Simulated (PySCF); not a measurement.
Electronic absorption of Al(NH3)H3

Species: Al(NH3)H3.
Z-matrix (Å and degrees, PBE0-D3(BJ)/def2-SVP geometry), rows numbered from 1:
```
Al
N   1  2.0747
H   2  1.0210  1  111.57
H   2  1.0210  1  111.27  3  -119.93
H   2  1.0210  1  111.54  3   120.15
H   1  1.6072  2   99.03  3   178.98
H   1  1.6071  2   99.11  3    58.97
H   1  1.6068  2   99.26  3   -61.01
```

Computed, not measured: TDDFT wB97X-D/def2-SVPD, vertical, gas phase, core orbitals frozen in the response in PySCF 2.14.0, density-fitted response routines.

Question: What does the calculation give for the low-lying excited states?

Answer: 

```tsv
state	E (eV)	E (hartree)	f	main configurations (H = HOMO, L = LUMO)
S1	6.38	0.2344	0.025	H-1/H→L (≥84%), H-1/H→L+1 (≥8%)
S2	6.38	0.2345	0.025	H-1/H→L (≥84%), H-1/H→L+1 (≥8%)
S3	7.54	0.2772	0.062	H-1/H→L+1 (≥80%), H-1/H→L (≥11%)
S4	7.55	0.2773	0.062	H-1/H→L+1 (≥80%), H-1/H→L (≥11%)
S5	7.62	0.2799	0.0000	H-1/H→L+2 (≥43%), H-1/H→L+3 (≥43%)
S6	8.24	0.3029	0.075	H-1/H→L+2 (≥35%), H-1/H→L+3 (≥30%), H-2→L (29%)
S7	8.30	0.3050	0.052	H-1/H→L+3 (≥23%), H-1/H→L+2 (≥20%), H-1/H→L+4 (≥19%)
S8	8.30	0.3051	0.053	H-1/H→L+2 (≥22%), H-1/H→L+3 (≥22%), H-1/H→L+4 (≥19%)
S9	8.50	0.3124	0.165	H-2→L (60%), H-1/H→L+2 (≥12%), H-1/H→L+3 (≥11%)
S10	8.53	0.3136	0.400	H-1/H→L+4 (≥67%), H-1/H→L+3 (≥8%)
S11	8.54	0.3137	0.401	H-1/H→L+4 (≥67%)
S12	9.06	0.3330	0.087	H-1/H→L+5 (≥49%), H-1/H→L+6 (≥33%)
S13	9.06	0.3330	0.091	H-1/H→L+5 (≥52%), H-1/H→L+6 (≥31%)
S14	9.06	0.3331	0.036	H-1/H→L+6 (≥58%), H-1/H→L+5 (≥19%)
S15	9.07	0.3334	0.028	H-1/H→L+6 (≥46%), H-1/H→L+5 (≥27%)
```

Triplets, Tamm–Dancoff:

```tsv
state	E (eV)	λ (nm)	main configurations (H = HOMO, L = LUMO)
T1	6.17	200.9	H-1/H→L (≥72%), H-1/H→L+1 (≥14%), H-1/H→L+4 (≥9%)
T2	6.17	200.9	H-1/H→L (≥72%), H-1/H→L+1 (≥14%), H-1/H→L+4 (≥9%)
T3	7.31	169.7	H-1/H→L+1 (≥61%), H-1/H→L (≥12%)
T4	7.31	169.7	H-1/H→L+1 (≥61%), H-1/H→L (≥12%)
```

The lowest singlet level (S1/S2) lies at 6.38 eV (194 nm, vacuum ultraviolet) and is of moderate strength. The most intense listed level is S10/S11 at 8.53 eV (145 nm, f = 0.801 summed), 2.16 eV above S1. S1/S2, S3/S4, S7/S8, S10/S11 and S12/S13/S14/S15 lie within about 0.01 eV of each other in each set; the point group C3v has degenerate representations, and within a degenerate level the listed configurations can mix freely. Löwdin shares by element: HOMO (one of a set within 0.03 eV) hydrogen 58% or more, aluminium 38%; LUMO aluminium 38%, hydrogen 24% or more, nitrogen 15% (atoms not listed hold the other 23%). Weighted by f, the mean energy of these states is 8.44 eV. Orbital energies (eV): HOMO-3 -14.59, HOMO-2 -11.41, HOMO-1 -9.34, HOMO -9.34, LUMO 1.14, LUMO+1 2.31, LUMO+2 3.04. Of the 15 states listed, 14 reach f = 0.01 and 1 stays under 0.0005. Orbitals of the list HOMO-3 to LUMO+2 that lie within 0.01 eV of each other are written together with a slash and their weights summed (≥ marks a lower bound); for degenerate orbitals outside that list single weights are arbitrary. Only the lowest 15 singlets were computed, as vertical energies without vibronic structure.

Time: 3.5 s. Hardware: one thread, x86-64 server (shared host).
